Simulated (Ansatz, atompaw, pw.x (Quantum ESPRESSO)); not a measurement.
tantalum: one change to the PAW (atompaw) potential, in the atom and in the bcc crystal

```json
{"Element": "Ta", "Generator": "atompaw 4.2.0.5", "Type": "PAW", "Functional": "PBE", "Relativity": "scalar-relativistic", "Frozen core": "[Kr] 4d10 4f14", "Valence charge": "13", "Reference configuration": "5s2 5p6 5d3 6s2 6p0", "Partial waves": "5s (bound): rc 1.40 bohr; 6s (bound): rc 1.95 bohr; 5p (bound): rc 2.20 bohr; 6p (bound, empty): rc 2.90 bohr; 5d (bound): rc 2.90 bohr; 5d channel at 3.95 Ry: rc 2.90 bohr", "Local potential": "troulliermartins scheme with l = 3 at 0 Ry, radius 2.35 bohr", "Core correction": "smooth core density matched at 2.35 bohr", "Augmentation charge": "sinc compensation charge, radius 2.80 bohr; PAW radius 2.90 bohr; waves and projectors: custom rrkj vanderbiltortho"}
```

Change: wave 5d channel at 3.95 Ry: rc 2.90 bohr becomes 5d channel at -0.15 Ry: rc 2.90 bohr.

Cutoffs, loose and tight: the cutoffs (Ry, on a coarse ladder) from which the occupation-weighted sum of valence levels, in a spherical-Bessel basis at the reference potential, stays within 10 and 1 mRy of its value at 400 Ry. They see the waves, projectors and local potential, not the compensation charge or the core.

Crystal test: bcc Ta in pw.x 7.5, no spin, 14³ k-points, Fermi–Dirac smearing 0.01 Ry, cutoffs set for each file from its atomic test. The reference is all-electron LAPW (Ansatz 0.2.0) with the same functional, mesh and smearing; V0 and B0 come from Birch–Murnaghan fits to the pressures at five volumes. Errors are pseudo minus all-electron; Δ is the rms difference of the E(V) curves that follow from these fits, minima aligned, over ±6 % about the mean V0. Mesh and smearing are coarse, so the numbers serve the comparison and aren't converged zero-temperature values; the lattice is a test structure that the element need not adopt.

All-electron: a0 = 3.321 Å (V0 = 18.31 Å³/atom), B0 = 193.2 GPa.

Problem. Does the change bring the crystal closer to the all-electron result?

Solution. The mean pressure error goes from -1.74 to +0.24 GPa, so the change moves the solid closer to the all-electron pressures. At 80 % of its cutoff the pressure of the changed file moves by -0.31 GPa.

```csv
quantity,base,changed
outcome (atom),generated,generated
"cutoff, loose (atom)",25 Ry,25 Ry
"cutoff, tight (atom)",40 Ry,40 Ry
bound ghosts (atom),none,none
cutoffs in pw.x (Ry),50/500,50/500
a0 (Å),3.311,3.322
a0 error (%),-0.29,+0.05
B0 error (%),-2.9,-3.5
Δ (meV/atom),6.8,1.3
mean pressure error (GPa),-1.74,+0.24
```

Base: The largest radius (2.90 bohr) exceeds half the bond length (2.71 bohr), so the spheres overlap, which is one possible source of error among others. Changed file: The largest radius (2.90 bohr) exceeds half the bond length (2.71 bohr), so the spheres overlap, which is one possible source of error among others. The atomic cutoffs weigh occupied waves only.
